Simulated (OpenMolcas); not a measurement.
**S2O (Disulfur monoxide): a chain of runs**

Aim: a series of 9 runs (HF/ANO-L-MB, CASSCF(18,12)/ANO-L-VTZP, DMRG(18,12)/ANO-L-VTZP) of S2O (Disulfur monoxide). The setting varied is the bond dimension. 

Program for the calculation: OpenMolcas 26.06.

## (1) The structure to begin with

S2O: 3 atoms, total charge 0, spin state singlet. As SMILES, `O=S=S`. Geometry: relaxed at GFN2-xTB.

Bond lengths: O1–S2 1.448 Å, S2–S3 1.909 Å. Angles: O1–S2–S3 114.6°.

## (2) A single-point energy at HF/ANO-L-MB (run 1)

Contents of step1.input:

```
>>> EXPORT MOLCAS_PRINT=2

&GATEWAY
  Coord
  3
  bohr
  O      0.81517116     2.25920538     0.91296449
  S      1.05724507    -0.39771176     0.30103337
  S     -1.87239734    -1.86149362    -1.21399786
  Basis=ANO-L-MB
  Group=NoSym

&SEWARD

&SCF
  PrOrbitals=1 1
```

Command:

```bash
$ export MOLCAS_MEM=1860
$ pymolcas step1.input > step1.log
```

What it wrote, cut to the lines that bear on the results:

```text
--- Start Module: gateway ---
[...]
--- Stop Module: gateway /rc=_RC_ALL_IS_WELL_ ---
--- Start Module: seward ---
[...]
      Basis functions           23
--- Stop Module: seward /rc=_RC_ALL_IS_WELL_ ---
--- Start Module: scf ---
[...]
       Convergence after  14 Iterations
[...]
::    Total SCF energy                               -869.5251692265
[...]
      Total spin, S                                     0.0000000000
[...]
      Total electronic charge=   40.000000
      Total            charge=   -0.000000
[...]
      Dipole Moment (debye):
      Origin of the operator (angstrom)=   -0.0862   -0.2389   -0.0966
                   X=  1.2690E+00               Y= -9.9948E-01               Z=  2.2277E-01           Total=  1.6306E+00
      Quadrupole Moment (debye*angstrom):
[...]
--- Stop Module: scf /rc=_RC_ALL_IS_WELL_ ---
[...]
```

Wall time 2 s (1 thread of Arm Neoverse V1, shared host); peak memory 0.37 GiB.

## (3) The energy at CASSCF(18,12)/ANO-L-VTZP (RICD fitting) (run 2)

Contents of step2.inp:

```
&GATEWAY
  Coord
  3
  bohr
  O      0.81517116     2.25920538     0.91296449
  S      1.05724507    -0.39771176     0.30103337
  S     -1.87239734    -1.86149362    -1.21399786
  Basis=ANO-L-MB
  Group=NoSym

&SEWARD

&RASSCF
  FileOrb=$CurrDir/step1.ScfOrb
  Spin=1
  Nactel=18 0 0
  Inactive=11
  Ras2=12
  OrbListing=Nothing
>>> COPY $Project.RunFile RUNFIL1
>>> COPY $Project.RasOrb INPORB

&GATEWAY
  Coord
  3
  bohr
  O      0.81517116     2.25920538     0.91296449
  S      1.05724507    -0.39771176     0.30103337
  S     -1.87239734    -1.86149362    -1.21399786
  Basis=ANO-L-VTZP
  Group=NoSym
  RICD

&SEWARD
>>> COPY $Project.RunFile RUNFIL2

&EXPBAS

&RASSCF
  FileOrb=$Project.ExpOrb
  Spin=1
  Nactel=18 0 0
  Inactive=11
  Ras2=12
  OrbListing=Nothing
  OrbAppear=Compact
```

Command:

```bash
$ export MOLCAS_MEM=1860
$ pymolcas step2.inp > step2.log
```

What it wrote, cut to the lines that bear on the results:

```text
--- Start Module: gateway ---
[...]
--- Stop Module: gateway /rc=_RC_ALL_IS_WELL_ ---
[...]
      Basis functions           23
[...]
      Number of active orbitals                 12
[...]
      Spin quantum number                      0.0
[...]
      Active orbitals                           12
[...]
      Number of CSFs                         15730
[...]
      Number of root(s) required                 1
[...]
      Convergence after  5 iterations
[...]
      printout of CI-coefficients larger than  0.05 for root  1
      energy=    -869.685311
      conf/sym  111111111111     Coeff  Weight
             1  222222222000   0.90971 0.82757
             5  222222220200  -0.28698 0.08236
            16  222222u2dud0  -0.10545 0.01112
            21  222222u2udd0  -0.10343 0.01070
            36  222222022020  -0.07344 0.00539
           217  22222u22du0d   0.06968 0.00485
[...]
      Natural orbitals and occupation numbers for root  1
      sym 1:   1.998592   1.997949   1.996558   1.984683   1.972709   1.963745   1.946493   1.991206   1.779693   0.251592
               0.070279   0.046502
[...]
::    RASSCF root number  1 Total energy:   -869.68531131
[...]
      Basis functions           98
[...]
--- Start Module: expbas ---
[...]
--- Stop Module: expbas /rc=_RC_ALL_IS_WELL_ ---
--- Start Module: rasscf ---
[...]
      Convergence after 18 iterations
[...]
      Natural orbitals and occupation numbers for root  1
      sym 1:   1.999648   1.998257   1.999257   1.994848   1.987188   1.971697   1.968007   1.995680   1.934132   0.081581
               0.037714   0.031992
[...]
::    RASSCF root number  1 Total energy:   -870.07517400
[...]
      Total electronic charge=   40.000000
      Total            charge=   -0.000000
[...]
      Dipole Moment (debye):
      Origin of the operator (angstrom)=   -0.0862   -0.2389   -0.0966
                   X=  8.7448E-01               Y= -8.2149E-01               Z=  1.1830E-01           Total=  1.2056E+00
      Quadrupole Moment (debye*angstrom):
[...]
--- Stop Module: rasscf /rc=_RC_ALL_IS_WELL_ ---
[...]
```

It took 43 s on 1 thread of Arm Neoverse V1, shared host; peak memory 0.37 GiB.

Runs 3 to 8 aren't shown in full; the table further down has their settings and results.

## (4) The energy at DMRG(18,12)/ANO-L-VTZP (RICD fitting, bond dimension 128) (run 9)

Contents of step9.input:

```
* OS2 DMRG-SCF
>>> EXPORT MOLCAS_PRINT=2

&gateway
  coord
  3
  bohr
  O      0.81517116     2.25920538     0.91296449
  S      1.05724507    -0.39771176     0.30103337
  S     -1.87239734    -1.86149362    -1.21399786
  basis=ANO-L-VTZP
  group=NoSym
  ricd

&seward

&rasscf
  fileorb=$CurrDir/step2.RasOrb
  spin=1
  nactel=18 0 0
  inactive=11
  ras2=12
  orblisting=Nothing
  orbappear=Compact
  dmrg
  rginput
  nsweeps = 6
  max_bond_dimension = 128
  EndRG
```

Command:

```bash
$ export MOLCAS_MEM=1860
$ pymolcas step9.input > step9.log
```

What it wrote, cut to the lines that bear on the results:

```text
--- Start Module: gateway ---
[...]
--- Stop Module: gateway /rc=_RC_ALL_IS_WELL_ ---
[...]
--- Start Module: seward ---
[...]
      Basis functions           98
--- Stop Module: seward /rc=_RC_ALL_IS_WELL_ ---
[...]
--- Start Module: rasscf ---
[...]
      Number of active orbitals                 12
[...]
      Spin quantum number                      0.0
[...]
      Active orbitals                           12
[...]
      Jacobi-Davidson threshold                   0.100E-10
[...]
      Number of root(s) required                 1
[...]
      Convergence after  4 iterations
[...]
      Natural orbitals and occupation numbers for root  1
      sym 1:   1.999648   1.998257   1.999257   1.994848   1.987189   1.971697   1.968007   1.995680   1.934135   0.081577
               0.037714   0.031992
[...]
::    RASSCF root number  1 Total energy:   -870.07517389
[...]
      Total electronic charge=   40.000000
      Total            charge=   -0.000000
[...]
      Dipole Moment (debye):
      Origin of the operator (angstrom)=   -0.0862   -0.2389   -0.0966
                   X=  8.7456E-01               Y= -8.2142E-01               Z=  1.1835E-01           Total=  1.2057E+00
      Quadrupole Moment (debye*angstrom):
[...]
--- Stop Module: rasscf /rc=_RC_ALL_IS_WELL_ ---
[...]
```

Run time: 2.6 min. Hardware: 1 thread of Arm Neoverse V1, shared host; peak memory 0.15 GiB.

## (5) The series

```
run                                                      level  bond dimension  integral approximation  energy (Eh)  dipole moment (D) of the reference  wall time
  1                                                HF/ANO-L-MB               –                    none  -869.525169                                1.63        2 s
  2                    CASSCF(18,12)/ANO-L-VTZP (RICD fitting)               –                    RICD  -870.075174                                1.21       43 s
  3    DMRG(18,12)/ANO-L-VTZP (RICD fitting, bond dimension 2)               2                    RICD  -870.001351                                1.39    5.2 min
  4    DMRG(18,12)/ANO-L-VTZP (RICD fitting, bond dimension 4)               4                    RICD  -870.023007                                1.25    4.9 min
  5    DMRG(18,12)/ANO-L-VTZP (RICD fitting, bond dimension 8)               8                    RICD  -870.056358                                1.23      4 min
  6   DMRG(18,12)/ANO-L-VTZP (RICD fitting, bond dimension 16)              16                    RICD  -870.069823                                1.22    2.2 min
  7   DMRG(18,12)/ANO-L-VTZP (RICD fitting, bond dimension 32)              32                    RICD  -870.074041                                1.21      4 min
  8   DMRG(18,12)/ANO-L-VTZP (RICD fitting, bond dimension 64)              64                    RICD  -870.075074                                1.21    3.5 min
  9  DMRG(18,12)/ANO-L-VTZP (RICD fitting, bond dimension 128)             128                    RICD  -870.075174                                1.21    2.6 min
```

Convergence of the total energy of singlet S2O with the bond dimension, against the last point:

```
bond dimension  from the last (mEh)  wall time
             2              +73.823    5.2 min
             4              +52.167    4.9 min
             8              +18.816      4 min
            16               +5.351    2.2 min
            32               +1.133      4 min
            64               +0.100    3.5 min
           128               +0.000    2.6 min
```

Convergence of the dipole moment (CASSCF density) of singlet S2O with the bond dimension, against the last point:

```
bond dimension  from the last (D)  wall time
             2            +0.1814    5.2 min
             4            +0.0480    4.9 min
             8            +0.0274      4 min
            16            +0.0177    2.2 min
            32            +0.0079      4 min
            64            +0.0010    3.5 min
           128            +0.0000    2.6 min
```

## (6) Summary of results

```
                                                     quantity          value
                  run 9, DMRG(18,12)/ANO-L-VTZP: total energy  -870.07517 Eh
run 9, DMRG(18,12)/ANO-L-VTZP: dipole moment (CASSCF density)         1.21 D
```

For the total energy of singlet S2O to stay within 10 mEh of the last point, 16 is the first point of the series from which all later ones do (2.2 min against 2.6 min). For the total energy of singlet S2O to stay within 2 mEh of the last point, 32 is the first point of the series from which all later ones do (4 min against 2.6 min). For the dipole moment (CASSCF density) of singlet S2O to stay within 0.05 D of the last point, 4 is the first point of the series from which all later ones do (4.9 min against 2.6 min). For the dipole moment (CASSCF density) of singlet S2O to stay within 0.01 D of the last point, 32 is the first point of the series from which all later ones do (4 min against 2.6 min). In run 1 the basis is minimal, so the values are rough. All runs together took 27 min, the longest 5.2 min.
